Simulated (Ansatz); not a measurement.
Molecule: SiH3 (charge 0, doublet). 
Geometry from a B3LYP-D3(BJ)/def2-TZVP (Ansatz, a first-principles code) optimisation:
```
Si
H 1 1.4828
H 1 1.4828 2 111.02
H 1 1.4828 2 111.02 3 124.02
```
Charge 0, spin multiplicity 2.

Basis-set convergence of Hartree-Fock and MP2 correlation energies (hartree) with Ansatz. Cores are frozen in the correlated levels unless marked. Open shells are spin-unrestricted. No spin-orbit coupling. Non-relativistic.

```json
[
 {"basis": "def2-SVPD", "functions": "48", "E(HF)": "-290.53646", "E(corr, MP2)": "-0.09811"},
 {"basis": "def2-TZVPPD", "functions": "99", "E(HF)": "-290.63759", "E(corr, MP2)": "-0.11713"},
 {"basis": "def2-QZVPPD", "functions": "175", "E(HF)": "-290.64656", "E(corr, MP2)": "-0.12478"}
]
```

Extrapolating the two largest sets (X = 3 and 4) as X^-3: E(corr) = (64·(-0.12478) - 27·(-0.11713))/37 = -0.1304 Eh, an estimate of the basis-set limit. The largest set recovers 95.7 % of it, the smallest 75.3 %.
